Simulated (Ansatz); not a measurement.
Geometry optimisation, RKS PBE0-D4/6-31G* (Ansatz 0.2.0).

Input file:

```yaml
crystal:
  periodic: [false, false, false]
  atoms:
    - { symbol: Si, position_ang: [0.465261, -0.269707, -0.307267] }
    - { symbol: H, position_ang: [-0.63119, -0.420749, 2.123258] }
    - { symbol: H, position_ang: [1.217286, 0.071818, -1.550807] }
    - { symbol: H, position_ang: [-0.178856, 0.978564, 0.183405] }
    - { symbol: Si, position_ang: [-1.115475, -1.908317, -0.838042] }
    - { symbol: H, position_ang: [-1.921713, -2.340967, 0.336435] }
    - { symbol: H, position_ang: [-2.031451, -1.328028, -1.863433] }
    - { symbol: H, position_ang: [-0.448985, -3.102928, -1.43067] }
    - { symbol: F, position_ang: [1.53526, -0.789356, 0.773074] }
    - { symbol: H, position_ang: [0.012362, -0.68443, 2.256348] }
basis:
  gaussian: { orbitals: "6-31G*" }
hamiltonian:
  xc: pbe0
  dispersion: d4
relax:
  f_tol: 0.03
  max_steps: 50
output:
  orbitals: {}
```

Run as:

```bash
$ ansatz run input.yaml --threads 1 --pin off --max-ram 2048MiB --backend cpu --events-out ev --progress --plain --runs-dir out
```

**Question.** Where does it end, and by what steps?

**Answer.** The forces met the threshold. The force dipped under the threshold on the way, but the program's further checks kept it going. After 30 steps the energy has fallen by 0.183 eV; H2 moved furthest, 1.49 Å.

```
step  energy less start (eV)  largest force component (eV/Å)  accepted
   0                  0.0000                           1.445       yes
   2                 -0.1499                           0.130       yes
   4                 -0.1678                           0.039       yes
   6                 -0.1692                           0.073       yes
   8                 -0.1703                           0.121       yes
  10                 -0.1718                           0.112       yes
  12                 -0.1730                           0.076       yes
  14                 -0.1747                           0.126       yes
  16                 -0.1755                           0.170       yes
  18                 -0.1773                           0.068       yes
  20                 -0.1786                           0.051       yes
  22                 -0.1795                           0.061       yes
  24                 -0.1808                           0.042       yes
  26                 -0.1817                           0.056       yes
  28                 -0.1823                           0.120       yes
  30                 -0.1833                           0.004       yes
```

```xyz
10
Properties=species:S:1:pos:R:3
Si 0.449 -0.044 -0.685
H -0.434 -1.501 3.133
H 1.485 -0.206 -1.744
H -0.200 1.287 -0.852
Si -1.138 -1.752 -0.849
H -2.219 -1.600 0.164
H -1.746 -1.667 -2.210
H -0.510 -3.094 -0.695
F 1.192 -0.071 0.754
H 0.024 -1.146 2.667
```

Whether the end is a true minimum wasn't checked by a vibrational analysis.

Run time: 90 s on 1 thread of Arm Neoverse V1, on a shared host, peak memory 0.13 GiB.
